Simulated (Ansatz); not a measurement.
Two structures, one formula

Two isomers of MgSiNH$_{5}$, closed shell, relaxed at PBE0-D4/def2-TZVP (vibrations not checked).

A:

```csv
atom,x (Å),y (Å),z (Å)
N1,-1.0586,0.7391,-0.7972
Si2,0.4406,0.4903,0.0593
Mg3,0.5176,-1.8577,1.1548
H4,-1.3657,0.0305,-1.4442
H5,-1.2420,1.6531,-1.1849
H6,0.4826,1.5626,1.1042
H7,1.6594,0.7864,-0.7754
H8,0.5661,-3.4043,1.8834
```

B:

```
atom    x (Å)    y (Å)    z (Å)
  N1  -1.2156   1.5193  -1.6194
 Mg2  -0.3070   0.3847  -0.4157
 Si3   0.9247  -1.1548   1.2283
  H4  -1.8400   1.2340  -2.3595
  H5  -1.1711   2.5275  -1.6447
  H6   1.3311  -0.4545   2.4850
  H7   2.1804  -1.7350   0.6623
  H8   0.0976  -2.3213   1.6637
```

Computed with Ansatz 0.2.0 (basis: def2-TZVPP); correlated methods freeze the cores. The outer core shell of Li, Na, Mg and K is correlated. The def2 sets are not built for correlating such inner shells, so the correlated values are less sure here. B3LYP uses VWN-RPA correlation.

(1) Which structure is lower at CCSD(T), and by how much? (Judge from chemistry; the value comes from the calculation.)

T1 diagnostic: at most 0.011.

Answers

(1) Computed: B, by 9.25 kcal/mol (electronic energy, against the other). By their contacts, A is MgSiNH₅ ([NH2][SiH2][MgH]) and B is MgSiNH₅ ([NH2][Mg][SiH3]).

All methods give the same order:

```tsv
method	E(B) − E(A) (kcal/mol)
PBE-D4	-8.63
r2SCAN-D4	-9.46
PBE0-D4	-7.94
B3LYP-D4	-8.28
wB97M-V	-8.06
HF	-6.61
MP2	-9.92
CCSD	-9.09
CCSD(T)	-9.25
```

Labels in which every atom is bracketed show which atoms are joined, not bond orders.
